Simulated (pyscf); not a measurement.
# Hydrogen abstraction: •O–OH + methane (CH₄) → hydrogen peroxide (HO–OH) + methyl (CH₃•)

Gas phase, doublet surface, charge 0. Bonds broken: C4–H5. Bonds formed: O1–H5. Structures and frequencies: ωB97X-D3(BJ)/def2-SVP in PySCF. Correlated levels are frozen-core, on RHF or UHF. ΔMP2 is the change of the MP2 total energy from the triple- to the quadruple-zeta basis.

Transition state (Å):

```xyz
8

O      1.5648     0.6491     0.1002
O      1.4486     0.8364    -1.2708
H      1.4718     1.8021    -1.3599
C     -0.8494     0.2810     0.7342
H      0.5136     0.4624     0.4446
H     -1.1323     1.1592     1.3261
H     -0.8727    -0.6738     1.2717
H     -1.2415     0.2533    -0.2894
```

One imaginary mode, 1816i cm⁻¹; descent along it reached the two sides named.

| bond | change | reactant side (Å) | saddle | product side |
|---|---|---|---|---|
| C4–H5 | breaks | 1.101 | 1.405 | 2.209 |
| O1–H5 | forms | 2.480 | 1.122 | 0.975 |

Electronic energies relative to the separated reactants (kcal/mol):

```tsv
level	barrier	reaction energy	reverse barrier
ωB97X-D3(BJ)/def2-TZVP	28.6	+24.7	4.0
PBE/def2-TZVP	20.4	+24.6	-4.2
r²SCAN/def2-TZVP	21.6	+21.5	0.1
B3LYP-D3(BJ)/def2-TZVP	24.5	+23.1	1.3
PBE0-D3(BJ)/def2-TZVP	24.7	+23.4	1.3
M06-2X/def2-TZVP	26.2	+20.8	5.5
ωB97M-D3(BJ)/def2-TZVP	27.9	+22.5	5.4
HF/def2-TZVP	43.1	+22.8	20.2
MP2/def2-QZVPP	23.3	+13.4	9.9
CCSD/def2-TZVPP	29.2	+18.9	10.3
CCSD(T)/def2-TZVPP	27.3	+19.1	8.2
CCSD(T)/def2-TZVPP + ΔMP2(QZVPP)	26.5	+18.4	8.1
```

With CCSD(T)/def2-TZVPP + ΔMP2(QZVPP) energies and thermal terms (ideal gas, 1 atm, RRHO with modes under 100 cm⁻¹ raised to 100, one conformer, R ln 2 for rigid chiral ones), in kcal/mol:

```json
[
 {"T (K)": "298", "ΔH‡": "23.3", "ΔG‡": "31.5", "ΔH": "+17.1", "ΔG": "+16.1"},
 {"T (K)": "600", "ΔH‡": "24.3", "ΔG‡": "39.3", "ΔH": "+17.9", "ΔG": "+14.8"},
 {"T (K)": "900", "ΔH‡": "25.5", "ΔG‡": "46.6", "ΔH": "+18.4", "ΔG": "+13.0"},
 {"T (K)": "1200", "ΔH‡": "26.6", "ΔG‡": "53.4", "ΔH": "+18.6", "ΔG": "+11.2"}
]
```

At PBE this geometry lies under the product side: in single points on another level's saddle the reverse barrier vanishes, and the forward threshold there is about the reaction energy. One saddle was located; it need not be the lowest between these sides. The angle at the transferred H is 174°. The CCSD(T) − MP2 part came from Ansatz, without density fitting, on the same reference.
